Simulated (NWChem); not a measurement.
A series in which one site is exchanged, each optimised at PBE0/def2-SVP with NWChem, gas phase unless a solvent is named. 

A: C[SiH3] (CH$_{6}$Si; site = Si)
B: CC (C2H6; site = C)
C: [CH3][GeH3] (CH$_{6}$Ge; site = Ge)

Task: Rank them by orbital gap (eV), PBE0/def2-SVP, lowest first.

Result: C (10.20), A (10.46), B (11.58)
